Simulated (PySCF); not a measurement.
CH₃F.

```xyz
5

C      0.0000     0.0000     0.6360
F      0.0000     0.0000    -0.7533
H      0.8942    -0.5163     0.9879
H      0.0000     1.0325     0.9879
H     -0.8942    -0.5163     0.9879
```

The structure is a stationary point at B3LYP-D3(BJ)/def2-TZVP.

Computed with HF/pcSseg-2 (PySCF). Non-relativistic, no solvent.

Computed absolute GIAO shielding of each atom: isotropic value and principal components (ppm):
```tsv
atom	σ(iso)	σ11	σ22	σ33	span
C1	123.3	91.6	91.6	186.6	95.0
F2	482.8	438.7	504.9	504.9	66.2
H3	27.8	25.0	26.0	32.4	7.5
H4	27.8	25.0	26.0	32.4	7.5
H5	27.8	25.0	26.0	32.4	7.5
```
